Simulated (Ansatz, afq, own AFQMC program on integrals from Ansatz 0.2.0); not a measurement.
AFQMC on a folder of integrals that Ansatz 0.2.0 wrote.

```yaml
crystal:
  periodic: [false, false, false]
  atoms:
    - {symbol: Al, position_ang: [0.000000, 0.000000, 0.940041]}
    - {symbol: C, position_ang: [0.000000, 0.000000, -1.717959]}
    - {symbol: H, position_ang: [0.000000, -0.896128, -2.346307]}
    - {symbol: H, position_ang: [0.000000, 0.896128, -2.346307]}
basis:
  gaussian: {orbitals: cc-pVDZ}
magnetization: {spin_polarized: true, initial_magnetization: 1}
correlation: {method: ccsd_t, electrons: outside_noble_gas, hamiltonian_folder: ham}
```

```sh
$ ansatz run in.yaml --threads 1 --pin off --events-out ev --progress --plain --max-ram 1382MiB
```

Options of the walk:

```
--method phaseless --trial cisd --walkers 60 --populations 1 --least-time 40 --time-step 0.005 --steps-per-block 50 --equilibration-blocks 40 --max-blocks 300 --target-error 0.00072 --factor-cut 1e-05 --start spin_pure --seed 6808 --release-times 0.24,0.51,0.99,1.62,2.4 --release-step 0.03 --release-every 4 --taylor-order 6
```

Times are imaginary, in 1/Eh. The walk had a cap of 1011 s.

Log:

```
orbitals 36  electrons 5 4  factors 265 of 403
reference energy -280.83389311 Eh
CCSD correlation -0.19760339 Eh in 15 cycles, weight of the determinant in the CISD state 0.8450
energy of the start -281.026585 Eh
 block  time / (1/Eh)  mean weight  energy / Eh
     1     0.250  1.0009  -281.026504
     2     0.500  0.9981  -281.031170
     3     0.750  1.0018  -281.034324
     4     1.000  1.0001  -281.033258
     5     1.250  1.0006  -281.035414
     7     1.750  0.9996  -281.031824
     9     2.250  1.0000  -281.037290
    11     2.750  1.0006  -281.037529
    21     5.250  1.0020  -281.041686
    31     7.750  0.9999  -281.037661
    41    10.250  1.0022  -281.039349
    51    12.750  1.0000  -281.036274
    61    15.250  0.9990  -281.033774
    71    17.750  0.9980  -281.037558
    81    20.250  0.9998  -281.034702
    91    22.750  1.0017  -281.031237
   101    25.250  0.9834  -281.032671
   111    27.750  1.0007  -281.052667
   121    30.250  0.9998  -281.034979
   131    32.750  1.0003  -281.045754
   141    35.250  1.0001  -281.037744
   151    37.750  1.0024  -281.040843
   161    40.250  0.9997  -281.037388
   171    42.750  0.9968  -281.030824
   181    45.250  0.9990  -281.034708
   191    47.750  0.9996  -281.036248
   196    49.000  0.9994  -281.035393
blocks merged  error / Eh  count
     1  0.000432  160
     2  0.000542  80
     4  0.000687  40
     8  0.000692  20
    16  0.000855  10
released: time / (1/Eh)  energy / Eh  error  mean overlap
  0.24  -281.039495  0.000836  0.9971
  0.51  -281.038711  0.000532  1.0103
  0.99  -281.039320  0.000728  1.0017
  1.62  -281.039594  0.000644  0.9999
  2.40  -281.039486  0.000989  1.0266
energy -281.038719 +/- 0.000692 Eh
(rows thinned)
```

The run passed its tests (sampling time, drift between the halves within three errors, error under three times the target), which doesn't prove that it has relaxed.

Against this walk (error 18.8 meV) on the same determinant: CCSD(T) 36.4 meV higher (within the noise), CCSDT(Q) 19.2 meV lower (within the noise). The error is statistical and leaves out the bias of the constraint. The determinant has ⟨S²⟩ = 0.87, so the low cluster orders mix in higher spin (the high orders can go on to a lower state of that spin), while the walk starts as a pure doublet. Released to 2.40 1/Eh the energy moves by -21 ± 33 meV (both errors), within twice the noise.

Cautions: constraint bias not in the error; unrestricted determinant spin contaminated (⟨S²⟩ 0.87 against 0.75).

The walk took 4.8 min on 1 thread of Intel(R) Xeon(R) Platinum 8259CL CPU @ 2.50GHz (Skylake/Cascade Lake) (shared host). The log's last line is the phaseless energy.

CCSDT and higher add their correlation energy to the determinant of the CCSD(T) run, since their own runs factorise the integrals more tightly (a shift of under 2 meV). A walk keeps the symmetry of its determinant, which the program's search chose and which needn't be the lowest solution, so a lower state of the same spin and another symmetry isn't excluded.
